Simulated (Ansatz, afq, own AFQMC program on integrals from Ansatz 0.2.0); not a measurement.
# Where AFQMC and coupled cluster stand for Be₂H₂, singlet

```xyz
4

Be    0.0000    0.0000    1.1696
Be    0.0000    0.0000   -1.1696
H     0.0000    0.0000    2.6667
H     0.0000    0.0000   -2.6667
```

Connectivity, by distances: BeH–BeH.

Basis cc-pVDZ. Noble-gas cores (and the filled d shells of Ga–Kr and In–Xe) are frozen. Integrals, coupled cluster, full CI and functionals: Ansatz 0.2.0; the random walks run on the same integrals in our own AFQMC program. The CISD trial takes its coefficients from CCSD amplitudes. Released means that phaseless walkers are propagated on without the constraint, phases kept. Free AFQMC starts from the CCSD state and is never constrained. Its projection time is finite, and what remains of the start isn't in its error. Uncertainties: one standard error, sampling alone.

Determinant: RHF, the one that the program's search chose, which needn't be the lowest solution. The geometry is a point of a scan.

Full CI on the same integrals is exact in this basis and with this determinant's frozen core.

* T1 diagnostic: 0.0091
* weight of the determinant in the CISD state: 0.913
* size of the correlated space: 6 electrons in 36 orbitals

Reference: full CI, correlation energy -2.941 eV. The released energy is read at 2.40 1/Eh (meV from the phaseless value at times in 1/Eh: -17 ± 8 at 0.24, -11 ± 6 at 0.51, 0 ± 4 at 0.99, 5 ± 5 at 1.62, -7 ± 5 at 2.40).

```csv
level,E − E(reference) (mEh),share of correlation (%)
HF,108.08,0.00
MP2,30.06,72.18
CCSD,2.16,98.00
CCSD(T),0.63,99.42
CCSDT,0.08,99.93
CCSDT(Q),0.02,99.98
ph-AFQMC/HF,-1.54 ± 1.53,101.42
ph-AFQMC/CISD,0.05 ± 0.20,99.95
released AFQMC,-0.19 ± 0.18,100.18
free AFQMC,0.00 ± 0.24,100.00
```

CCSDT and higher add their correlation energy to the determinant of the CCSD(T) run, since their own runs factorise the integrals more tightly (a shift of under 2 meV). Free projections are given only where their last times agree within the noise and don't stop above the reference; a slow remainder of the start can still hide under it. A walk keeps the symmetry of its determinant, which the program's search chose and which needn't be the lowest solution, so a lower state of the same spin and another symmetry isn't excluded. Released energies are given only where the last usable release times agree within the noise; a slower fall can still hide under it.
